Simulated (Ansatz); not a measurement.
Input file:

```yaml
crystal:
  periodic: [false, false, false]
  atoms:
    - {symbol: P, position_ang: [0.000000, -0.060165, 0.033249]}
    - {symbol: H, position_ang: [0.000000, 1.224745, -2.294688]}
    - {symbol: H, position_ang: [0.000000, 0.624100, 1.272967]}
basis:
  gaussian: {orbitals: cc-pVDZ}
total_charge: 1
magnetization: {spin_polarized: false, initial_magnetization: 2}
correlation: {method: mp2, electrons: all}
```

```sh
$ ansatz run in.yaml --threads 1 --pin off --events-out ev --progress --plain --max-ram 2393MiB
```

Problem. Roughly how long does this take on 1 thread of Arm Neoverse V2, shared host, and how much host memory?

Solution. 0.3 s wall and 0.06 GiB.

```
282 factors; integrals over basis functions are off by at most 6.6e-4 eV
mean field evaluation 1: about -9288.3701 eV, gradient 9.0e0 eV
mean field evaluation 2: about -9288.3712 eV, gradient 9.0e0 eV
mean field evaluation 4: about -9290.3020 eV, gradient 3.5e0 eV
mean field evaluation 8: about -9290.7484 eV, gradient 3.7e-1 eV
mean field evaluation 16: about -9290.4037 eV, gradient 1.7e-1 eV
mean field evaluation 32: about -9290.5682 eV, gradient 1.3e0 eV
mean field -9290.75346964 eV, -341.4288925103 hartree, gradient 1.5e-6 eV, S^2 2.000000; 7 other end points of the search recorded, 0 dependent functions left out
mean field evaluation 64: about -9290.9496 eV, gradient 1.7e-4 eV
mean field evaluation 96: about -9290.5349 eV, gradient 1.1e-2 eV
reference -9290.75346964 eV, -341.4288925103 hartree; 9, 7 occupied and 19, 21 virtual orbitals, 282 factors
second order -2.22315480 eV of doubles, -0.07932441 eV of singles
Total energy: -9293.05594885 eV, -341.5135070607 hartree
```
